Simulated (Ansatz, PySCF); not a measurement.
Molecule: methylsilane, CH$_{6}$Si, charge 0, multiplicity 1. 
Structure (B3LYP-D3(BJ)/def2-TZVP (Ansatz, a quantum-chemistry and plane-wave program) minimum search):
```
Si
H 1 1.4834
H 1 1.4834 2 108.30
H 1 1.4834 2 108.30 3 -117.24
C 1 1.8761 2 110.62 4 -121.38
H 5 1.0915 1 110.87 2 60.00
H 5 1.0915 6 108.04 1 -121.68
H 5 1.0915 6 108.04 7 -116.65
```
Charge 0, spin multiplicity 1.

Wanted: vertical ionisation energy (to the doublet state of charge +1; each state is the SCF solution reached for its spin; the molecule has degenerate orbitals, so one determinant may break the symmetry), in eV. Valence correlation only, unless marked. UHF or UKS for open shells. Spin-orbit coupling is left out. No relativistic terms. CBS marks a two-point X^-3 extrapolation of the correlation energy; Hartree-Fock from the larger set. [CCSD(T)-MP2]/basis is that difference in the basis named.

```csv
level,program,vertical ionisation energy (eV),minus last row
HF/aug-cc-pV(D+d)Z,Ansatz,10.75,-1.07
HF/def2-TZVPPD,Ansatz,10.71,-1.11
RI-HF/aug-cc-pV(T+d)Z,Ansatz,10.70,-1.12
SVWN5/def2-TZVPD,Ansatz,11.32,-0.50
PBE/def2-TZVPD,Ansatz,11.26,-0.56
r2SCAN/def2-TZVPD,Ansatz,11.42,-0.40
B3LYP/def2-TZVPD,Ansatz,11.57,-0.25
PBE0/def2-TZVPD,Ansatz,11.54,-0.28
CAM-B3LYP/def2-TZVPD,Ansatz,11.66,-0.16
B2PLYP/def2-TZVPD,Ansatz,11.61,-0.21
MP2/def2-TZVPPD,Ansatz,11.81,-0.01
RI-MP2/aug-cc-pV(T+d)Z,Ansatz,11.83,0.01
RI-MP2/def2-TZVPPD,Ansatz,11.81,-0.01
RI-MP2/def2-QZVPPD,Ansatz,11.87,0.05
SCS-MP2/def2-SVPD,Ansatz,11.70,-0.12
CCSD/def2-SVPD,Ansatz,11.64,-0.18
CCSD(T)/aug-cc-pV(D+d)Z,Ansatz,11.65,-0.17
CCSD(T)/def2-SVPD,Ansatz,11.67,-0.15
CCSD(T)/def2-TZVPPD,Ansatz,11.73,-0.09
"RI-MP2/CBS(def2-TZVPPD,def2-QZVPPD)+[CCSD(T)-MP2]/def2-SVPD",Ansatz,11.83,0.01
"RI-MP2/CBS(def2-TZVPPD,def2-QZVPPD)+[CCSD(T)-MP2]/def2-TZVPPD",Ansatz,11.82,0.00
```

For comparison, minus the highest occupied orbital energy (PySCF): 7.99 eV at SVWN5/def2-TZVPD, 9.29 eV at PW6B95/def2-TZVPD, 12.40 eV at HF/def2-TZVPD.
